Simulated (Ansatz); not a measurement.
Reaction (atomization): `CC#CC(F)F` → 4 C• + 2 F• + 4 H•

Gas-phase electronic energies from Ansatz, PBE0-D4/def2-TZVP geometries. CCSD(T)/CBS is the MP2 limit (def2-TZVPP, def2-QZVPP) plus CCSD(T) − MP2 in def2-TZVPP, frozen cores. This one scheme is used for every species, atoms too. DFT in def2-TZVPP. B3LYP here is the variant with VWN-RPA as its local correlation; programs differ in this. HSE06 is defined as in plane-wave codes. Open shells (•) are unrestricted, without spin–orbit coupling. Spin–orbit coupling would lower the free atoms: a little for C, F.

```json
{"level": "B3LYP-D4", "ΔE (kJ/mol)": "4268.6", "difference from CCSD(T)/CBS": "6.4"}
{"level": "r2SCANh-D4", "ΔE (kJ/mol)": "4254.1", "difference from CCSD(T)/CBS": "-8.1"}
{"level": "HSE06-D4", "ΔE (kJ/mol)": "4320.4", "difference from CCSD(T)/CBS": "58.2"}
{"level": "ωB97X-V", "ΔE (kJ/mol)": "4270.2", "difference from CCSD(T)/CBS": "8.0"}
{"level": "PBE-QIDH", "ΔE (kJ/mol)": "4267.1", "difference from CCSD(T)/CBS": "4.9"}
{"level": "revPBE", "ΔE (kJ/mol)": "4247.5", "difference from CCSD(T)/CBS": "-14.7"}
{"level": "r2SCAN", "ΔE (kJ/mol)": "4289.4", "difference from CCSD(T)/CBS": "27.2"}
{"level": "PBE0", "ΔE (kJ/mol)": "4303.5", "difference from CCSD(T)/CBS": "41.3"}
{"level": "BHLYP", "ΔE (kJ/mol)": "4078.5", "difference from CCSD(T)/CBS": "-183.7"}
{"level": "LC-ωPBE", "ΔE (kJ/mol)": "4291.0", "difference from CCSD(T)/CBS": "28.8"}
{"level": "CCSD/def2-SVP", "ΔE (kJ/mol)": "4036.7", "difference from CCSD(T)/CBS": "-225.5"}
{"level": "MP2/def2-TZVPP", "ΔE (kJ/mol)": "4293.8", "difference from CCSD(T)/CBS": "31.6"}
{"level": "SCS-MP2/def2-TZVPP", "ΔE (kJ/mol)": "4225.9", "difference from CCSD(T)/CBS": "-36.3"}
{"level": "CCSD/def2-TZVPP", "ΔE (kJ/mol)": "4075.7", "difference from CCSD(T)/CBS": "-186.5"}
{"level": "CCSD(T)/def2-TZVPP", "ΔE (kJ/mol)": "4156.0", "difference from CCSD(T)/CBS": "-106.2"}
{"level": "MP2/CBS(def2)", "ΔE (kJ/mol)": "4400.0", "difference from CCSD(T)/CBS": "137.8"}
{"level": "CCSD(T)/CBS", "ΔE (kJ/mol)": "4262.2", "difference from CCSD(T)/CBS": "0"}
```

Largest T1 diagnostic among the species: 0.012.

From r2SCAN to r2SCAN0 (25 % exact exchange), in def2-TZVPP and without D4, ΔE moves by −96.0 kJ/mol: exact exchange takes away binding that semilocal exchange gives to molecules. Leaving LDA and LC-ωPBE aside and taking each functional with its dispersion term where it has one, the values, not all of them listed here, spread over 344.6 kJ/mol, from BHLYP-D4 to PBE-D4. LDA lies +589.5 kJ/mol from PBE without D4, its usual overbinding. At CCSD(T), def2-SVP lies −171.0 kJ/mol from the extrapolated value and def2-TZVPP −106.2 kJ/mol: correlation converges slowly with the basis, and small sets miss more of it in the bonded molecule than in its fragments.

For atomizations the MP2-based limit and the directly extrapolated one differ by several kJ/mol either way, and by 10 to 25 for some Ge, Se and Sn compounds, so smaller differences from it don't rank the levels.
